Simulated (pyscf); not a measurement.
# Four-centre exchange: O=V(Cl)(Cl)–Cl + hydrogen (H₂) → O=VH(Cl)–Cl + hydrogen chloride (HCl)

Gas phase, singlet surface, charge 0. Bonds broken: V2–Cl3, H6–H7. Bonds formed: V2–H6, Cl3–H7. Structures and frequencies: ωB97X-D3(BJ)/def2-SVP in PySCF.

Transition state (Å):

```xyz
7

O     -0.0617     0.4917     1.5923
V     -0.9982     0.1314     0.4550
Cl     0.6437    -1.1105    -1.0275
Cl    -2.5706     1.5819     0.4710
Cl    -1.9364    -1.7859     0.7938
H     -0.4487     1.1182    -0.7758
H      0.2522     0.2350    -1.1498
```

One imaginary mode, 437i cm⁻¹; descent along it reached the two sides named, in the forms told below.

```
bond    change  reactant side (Å)  saddle  product side
------  ------  -----------------  ------  ------------
V2–Cl3  breaks              2.124   2.537           2.7
H6–H7   breaks              0.760   1.188         2.527
V2–H6    forms                3.5   1.670         1.590
Cl3–H7   forms                3.2   1.407         1.289
```

Electronic energies relative to the separated reactants (kcal/mol):

| level | barrier | reaction energy | reverse barrier |
|---|---|---|---|
| ωB97X-D3(BJ)/def2-TZVP | 35.0 | +29.6 | 5.4 |
| PBE/def2-TZVP | 32.4 | +32.1 | 0.3 |
| r²SCAN/def2-TZVP | 34.3 | +33.8 | 0.5 |
| B3LYP-D3(BJ)/def2-TZVP | 35.7 | +30.6 | 5.2 |
| PBE0-D3(BJ)/def2-TZVP | 32.4 | +29.4 | 3.0 |
| M06-2X/def2-TZVP | 36.2 | +26.5 | 9.6 |
| ωB97M-D3(BJ)/def2-TZVP | 34.0 | +24.7 | 9.3 |
| HF/def2-TZVP | 47.3 | +16.7 | 30.6 |

With ωB97M-D3(BJ)/def2-TZVP energies and thermal terms (ideal gas, 1 atm, RRHO with modes under 100 cm⁻¹ raised to 100, one conformer, R ln 2 for chiral ones without a mode under 150 cm⁻¹), in kcal/mol:

```tsv
T (K)	ΔH‡	ΔG‡	ΔH	ΔG
298	34.2	42.1	+25.4	+22.6
600	33.4	50.5	+24.7	+20.0
900	33.3	59.2	+24.3	+17.7
1200	33.5	67.8	+24.1	+15.6
```

On the product side the descent ends in an adduct with a Cl–V contact, 1.9 kcal/mol under the separated species and 7.3 kcal/mol under the saddle at ωB97X-D3(BJ)/def2-TZVP. What is counted as broken (Cl–V) persists as a longer contact in the product adduct; parting that adduct is a step of its own. This is the saddle that the search found; another between the same sides may lie lower.
